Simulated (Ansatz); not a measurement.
Elastic constant C44 (GPa) of solids drawn from the class of oxides, at two levels: PBE (PAW; Ansatz, a program for electronic structure), and PBE0 (PAW; Ansatz).

```csv
solid,PBE,PBE0
rock-salt MgO,141,156
rock-salt CaO,75.7,?
rock-salt BaO,35.6,37.2
cubic perovskite BaZrO₃,83.5,93.3
rock-salt SrO,54.4,57.4
stishovite (SiO2),227,257
rutile SnO₂,84.6,?
rutile TiO₂,115,133
cubic perovskite KTaO₃,98.3,110
cubic perovskite BaHfO₃,89.7,98.9
```

Question: Estimate the withheld PBE0 values from the other rows.

Answer: One way: carry over the typical ratio. The ratios PBE0 / PBE of the other rows, in order: 1.045, 1.055, 1.103, 1.106, 1.117, 1.119, 1.132, 1.157; median 1.1115. Rock-salt CaO: 75.7 × 1.1115 = 84.1 GPa; the run gives 81.1 GPa. Rutile SnO₂: 84.6 × 1.1115 = 94.0 GPa; the run gives 102 GPa. The ratios spread from 1.045 to 1.157, so such an estimate is rough. Rutile SnO₂ lies outside that spread.

Of 10 rows, PBE0 is the larger in 10 and the smaller in 0.

Ansatz's runs of these crystals have no spin polarisation.

Spin–orbit coupling is left out, also for the solids with elements from indium on (rock-salt BaO, cubic perovskite BaZrO3, rutile SnO2, cubic perovskite KTaO3, cubic perovskite BaHfO3); its size isn't shown.

Each level is taken at its own relaxed cell. Ansatz's density-functional and Hartree–Fock values are scalar-relativistic unless marked +SOC, with PAW data made under PBE.
